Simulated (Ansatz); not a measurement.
**AlH3Cl− (SMILES [H][Al-]([H])([H])[Cl]): BLYP/STO-3G**

Aim: the vertical singlet–triplet gap of AlH3Cl− at BLYP/STO-3G, from 2 runs. 

Program for the calculation: Ansatz 0.2.0.

1 further run of the same task is left out (it didn't finish).

## Step 1: The molecule

The species is AlH3Cl− (5 atoms), meant as a singlet with charge -1. As SMILES, `[H][Al-]([H])([H])[Cl]`. The shape comes from GFN2-xTB, which is rough for such elements, and wasn't checked as a minimum.

Bond lengths: Al1–Cl2 2.096 Å, Al1–H3 1.609 Å, Al1–H4 1.608 Å, Al1–H5 1.609 Å. Angles: Cl2–Al1–H3 107.0°, Cl2–Al1–H4 107.2°, Cl2–Al1–H5 107.4°, H3–Al1–H4 111.6°, H3–Al1–H5 111.7°, H4–Al1–H5 111.8°.

## Step 2: A single-point energy at BLYP/STO-3G

File job.yaml:

```yaml
crystal:
  periodic: [false, false, false]
  atoms:
    - {symbol: Al, position_ang: [-0.002450, 0.000420, -0.134210]}
    - {symbol: Cl, position_ang: [0.013850, -0.018360, 1.961810]}
    - {symbol: H, position_ang: [1.532100, 0.011680, -0.616990]}
    - {symbol: H, position_ang: [-0.775390, 1.334390, -0.590440]}
    - {symbol: H, position_ang: [-0.768110, -1.328130, -0.620160]}
basis:
  gaussian: {orbitals: STO-3G}
total_charge: -1
hamiltonian: {xc: {name: BLYP}}
accuracy: high
```

Launch:

```bash
$ ansatz run job.yaml --threads 1 --pin off --max-ram 2610MiB --events-out events.jsonl --progress --plain --runs-dir runs
```

The program printed:

```text
Warning: RAYON_NUM_THREADS=1 ignored (pool sized by the plan → 1); use --threads N
Functional definition: BLYP
  name "BLYP"
  parameter beta = 0.0042
  parameter a = 0.04918
  parameter b = 0.132
  parameter c = 0.2533
  parameter d = 0.349
  exchange = b88_x(beta = beta)
  correlation = lyp_c(a = a, b = b, c = c, d = d)
362 factors; integrals over basis functions are off by at most 1.3e-8 eV
mean field evaluation 1: about -18947.1177 eV, gradient 2.8e1 eV
mean field evaluation 2: about -18947.4175 eV, gradient 2.6e1 eV
mean field evaluation 4: about -18949.7959 eV, gradient 8.4e-2 eV
mean field evaluation 8: about -18949.7488 eV, gradient 2.8e-4 eV
mean field -18949.74881618 eV, -696.3904243934 hartree, gradient 2.1e-8 eV, S^2 0.000000; 0 other end points of the search recorded, 0 dependent functions left out
reference -18949.74885383 eV, -696.3904257773 hartree; 17, 17 occupied and 4, 4 virtual orbitals, 362 factors
Total energy: -18949.74885383 eV, -696.3904257773 hartree
```

It took 0.87 s on 1 thread of Intel Xeon 6975P-C (Granite Rapids), shared host; peak memory 0.11 GiB.

## Step 3: The triplet, same level

File in.yaml:

```yaml
basis:
  gaussian:
    orbitals: STO-3G
crystal:
  periodic: [false, false, false]
  atoms:
    - {symbol: Al, position_ang: [-0.002450, 0.000420, -0.134210]}
    - {symbol: Cl, position_ang: [0.013850, -0.018360, 1.961810]}
    - {symbol: H, position_ang: [1.532100, 0.011680, -0.616990]}
    - {symbol: H, position_ang: [-0.775390, 1.334390, -0.590440]}
    - {symbol: H, position_ang: [-0.768110, -1.328130, -0.620160]}
total_charge: -1
magnetization:
  spin_polarized: true
  initial_magnetization: 2
hamiltonian:
  xc: {name: BLYP}
accuracy: high
```

Launch:

```bash
$ ansatz run in.yaml --threads 1 --pin off --max-ram 2610MiB --events-out events.jsonl --progress --plain --runs-dir runs
```

The program printed, shortened:

```text
Warning: RAYON_NUM_THREADS=1 ignored (pool sized by the plan → 1); use --threads N
[... 9 set-up lines as earlier in the session ...]
362 factors; integrals over basis functions are off by at most 1.3e-8 eV
mean field evaluation 1: about -18931.4793 eV, gradient 1.9e1 eV
mean field evaluation 2: about -18931.4918 eV, gradient 2.3e1 eV
mean field evaluation 4: about -18937.3093 eV, gradient 8.9e0 eV
mean field evaluation 8: about -18938.3493 eV, gradient 5.3e0 eV
mean field evaluation 16: about -18938.8569 eV, gradient 3.1e-3 eV
mean field evaluation 32: about -18936.0039 eV, gradient 6.8e0 eV
mean field evaluation 64: about -18937.0674 eV, gradient 4.6e0 eV
mean field -18938.85666628 eV, -695.9901452675 hartree, gradient 1.8e-8 eV, S^2 2.001854; 6 other end points of the search recorded, 0 dependent functions left out
reference -18938.85670466 eV, -695.9901466780 hartree; 18, 16 occupied and 3, 5 virtual orbitals, 362 factors
Total energy: -18938.85670466 eV, -695.9901466780 hartree
```

Run time: 4.5 s. Hardware: 1 thread of Intel Xeon 6975P-C (Granite Rapids), shared host; peak memory 0.15 GiB.

## Step 4: Outcome

Level: BLYP/STO-3G.

```
                                        quantity          value
                           singlet: total energy  -696.39043 Eh
                           triplet: total energy  -695.99015 Eh
                                   triplet: ⟨S²⟩          2.002
vertical energy of the triplet above the singlet      10.892 eV
```

What this shows: At this shape the triplet lies 10.89 eV (1051 kJ/mol) above the singlet. For an anion a state so high probably lies above electron detachment. In a minimal basis such a difference can be off by several eV, whatever the method.
